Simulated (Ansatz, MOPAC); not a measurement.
System: C2H4Cl, charge 0, multiplicity 2. SMILES: [CH2]CCl

Atoms: C1, C2, Cl3, H4, H5, H6, H7. Bonds: C1-C2, C1-Cl3, C1-H4, C1-H5, C2-H6, C2-H7.

Bond lengths (Å) and angles (degrees) optimised at AM1 with MOPAC; PM3 with MOPAC; PM6 with MOPAC; B3LYP/LANL2DZ with Ansatz (an electronic-structure program); B3LYP/6-31G* with Ansatz; MP2/6-31G* with Ansatz, each started from the B3LYP-D3(BJ)/def2-TZVP structure (Ansatz) of the last column. A row stands for all coordinates that are equal there; 7 of 10 kinds are shown. 6-31G* holds six Cartesian d functions. At PM3 the structure is a saddle point. No wavenumbers were computed at B3LYP/LANL2DZ, MP2/6-31G*, so these may be saddle points.

| coordinate | AM1 | PM3 | PM6 | B3LYP/LANL2DZ | B3LYP/6-31G* | MP2/6-31G* | B3LYP-D3(BJ)/def2-TZVP |
|---|---|---|---|---|---|---|---|
| C1-C2 | 1.456 | 1.457 | 1.460 | 1.453 | 1.461 | 1.475 | 1.455 |
| C1-Cl3 | 1.769 | 1.796 | 1.812 | 2.019 | 1.890 | 1.820 | 1.876 |
| C1-H4 | 1.118 | 1.103 | 1.108 | 1.089 | 1.090 | 1.090 | 1.085 |
| C2-H6 | 1.091 | 1.083 | 1.070 | 1.087 | 1.085 | 1.082 | 1.081 |
| C2-C1-Cl3 | 110.0 | 107.4 | 106.7 | 108.3 | 110.4 | 111.2 | 109.8 |
| C2-C1-H4 | 112.3 | 112.6 | 113.8 | 115.7 | 113.8 | 112.2 | 113.9 |
| Cl3-C1-H4 | 106.0 | 108.1 | 106.7 | 100.8 | 103.7 | 105.7 | 103.7 |

Mean signed difference of all 6 bond lengths from B3LYP-D3(BJ)/def2-TZVP: AM1 -0.004 Å, PM3 -0.006 Å, PM6 -0.006 Å, B3LYP/LANL2DZ 0.027 Å, B3LYP/6-31G* 0.006 Å, MP2/6-31G* -0.004 Å.
